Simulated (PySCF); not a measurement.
# Bond length, frequency and bond energy of S₂⁺ by level of theory

State: ²Πg (doublet), unpaired electrons π ↑. Set-up: S def2-SVP; no relativity (PySCF 2.14). De refers to S⁺ + S in their high-spin ground configurations, without counterpoise correction. The functionals are run spin-unrestricted.

```json
{"Level": "UHF", "Re (Å)": "1.791", "ωe (cm⁻¹)": "963", "De (eV)": "1.67"}
{"Level": "UHF-MP2", "Re (Å)": "1.870", "ωe (cm⁻¹)": "725", "De (eV)": "4.39"}
{"Level": "UHF-SCS-MP2", "Re (Å)": "1.864", "ωe (cm⁻¹)": "744", "De (eV)": "4.27"}
{"Level": "UHF-CCSD", "Re (Å)": "1.844", "ωe (cm⁻¹)": "823", "De (eV)": "3.91"}
{"Level": "UHF-CCSD(T)", "Re (Å)": "1.859", "ωe (cm⁻¹)": "784", "De (eV)": "4.23"}
{"Level": "PBE", "Re (Å)": "1.857", "ωe (cm⁻¹)": "794", "De (eV)": "5.65"}
{"Level": "BLYP", "Re (Å)": "1.870", "ωe (cm⁻¹)": "763", "De (eV)": "5.55"}
{"Level": "BP86", "Re (Å)": "1.861", "ωe (cm⁻¹)": "784", "De (eV)": "5.69"}
{"Level": "r²SCAN", "Re (Å)": "1.841", "ωe (cm⁻¹)": "826", "De (eV)": "5.12"}
{"Level": "PBE0", "Re (Å)": "1.829", "ωe (cm⁻¹)": "857", "De (eV)": "5.02"}
{"Level": "B97-3", "Re (Å)": "1.835", "ωe (cm⁻¹)": "845", "De (eV)": "5.31"}
{"Level": "HSE06", "Re (Å)": "1.830", "ωe (cm⁻¹)": "854", "De (eV)": "5.02"}
```

(1) Which functional lies closest to UHF-CCSD(T) in De, which farthest, and by how much do they differ from it?

(2) What does a quarter of exact exchange do here, going from PBE to PBE0?

(3) What does the step from GGA to meta-GGA do here, going from PBE to r²SCAN?

Correlated steps freeze 10 core orbitals. Correlated levels converge slowly with the basis: in double zeta they bind strong bonds too weakly, by up to about 1 eV, and carry superposition errors of some tenths. The state was picked by a PBE0 search and need not be the measured ground state.

Results:

(1) Closest is PBE0 (-3.0 pm in Re, +9.3 % in ωe, +0.79 eV in De against UHF-CCSD(T) in the same basis), farthest BP86 (+0.2 pm in Re, +0.0 % in ωe, +1.46 eV in De). CCSD(T) converges more slowly with the basis than the functionals do and binds too weakly in this one, so the order can change at the basis-set limit.

(2) PBE0 less PBE: -2.8 pm in Re, +7.9 % in ωe, -0.63 eV in De. Exact exchange removes part of the self-interaction that spreads semilocal densities, and in most molecules shortens and stiffens the bond and lowers De; so it does here.

(3) r²SCAN less PBE: -1.6 pm in Re, +4.0 % in ωe, -0.53 eV in De.
